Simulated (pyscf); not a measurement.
Structures and frequencies: ωB97X-D3(BJ)/def2-SVP in PySCF.

Problem. Estimate the classical barrier height and the reaction energy of H₃C–NH–CH₃ + H₂ -> CH₄ + H₃C–NH₂ at ωB97M-D3(BJ)/def2-TZVP. The step runs on the singlet surface, breaks C–N, H–H and forms C–H, H–N; take the separated reactants as zero.

Solution. ΔE‡ = 4.03 eV, ΔE = -0.98 eV. Zero-point energy shifts the barrier by +0.07 eV. It is a four-centre exchange, with an imaginary mode of 1232i cm⁻¹. From the product side, CH₃• + NH₂• + CH₄ lies, by one bond made or cut, 1.00 eV under this saddle at ωB97M-D3(BJ)/def2-TZVP. The same reactants have a lower exit, to CH₃• + H₃C–NH• + H₂ (no saddle counted: cutting one bond costs +3.80 eV at ωB97M-D3(BJ)/def2-TZVP, against +4.03 eV here). H₃C–NH–CH₃ lies 0.34 eV over its isomer H₃C–CH₂–NH₂ (electronic energy, ωB97M-D3(BJ)/def2-TZVP). One saddle was located; it need not be the lowest between these sides.
